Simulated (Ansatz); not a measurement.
# Worked example: HSiAs⁺, quartet against HSiAs, triplet

Geometry (PBE0/def2-TZVP stationary point of a triplet), kept for both states (HSiAs, triplet: A'; HSiAs⁺, quartet: A''):

```xyz
3

Si    0.0000   -0.1044    1.5718
As    0.0000    0.0229   -0.6206
H     0.0000    1.2046    2.3294
```

Basis cc-pVDZ; Ansatz 0.2.0. Only valence electrons are correlated (noble-gas cores and the filled d shells of p-block atoms frozen). R marks a restricted (for open shells ROHF) determinant, U an unrestricted one. No spin–orbit coupling is included, and no scalar relativity.

Full CI isn't at hand for all of this; UCCSDTQ serves as the reference, and is uncertain by about the last step of the cluster series.

Coupled cluster chose its determinant by trial CCSD, here up to 0.21 eV above the lowest Hartree–Fock solution of its kind, and MP2 stands on that determinant too.

```csv
level,"E(HSiAs, triplet) (hartree)","E(HSiAs⁺, quartet) (hartree)"
UMP2,-2523.771410,-2523.467318
UCCSD(T),-2523.812938,-2523.505454
PBE,-2525.362484,-2525.045992
B3LYP,-2525.906058,-2525.589794
UCCSDTQ,-2523.816182,-2523.507108
```

**Question.** Give the vertical gap, HSiAs⁺ quartet less HSiAs triplet, at each level in eV (1 hartree = 27.2114 eV), and each error against UCCSDTQ.

**Answer.** UCCSDTQ: (-2523.507108 − (-2523.816182)) × 27.2114 = 8.410 eV (the reference)
B3LYP: (-2525.589794 − (-2525.906058)) × 27.2114 = 8.606 eV, error 0.196 eV
PBE: (-2525.045992 − (-2525.362484)) × 27.2114 = 8.612 eV, error 0.202 eV
UCCSD(T): (-2523.505454 − (-2523.812938)) × 27.2114 = 8.367 eV, error -0.043 eV
UMP2: (-2523.467318 − (-2523.771410)) × 27.2114 = 8.275 eV, error -0.135 eV

Total energies of functionals can't be set beside those of wave-function methods, since they hold the core's correlation and their own absolute errors; only the differences compare.

In so small a basis the reference is far from its limit while semilocal and hybrid functionals are nearer theirs, so the functionals' errors here hold much of the reference's basis and frozen-core error, which can add to them or hide them.

Each level lands on the state that its own search finds. T1 diagnostics of restricted CCSD: 0.034 and 0.031.
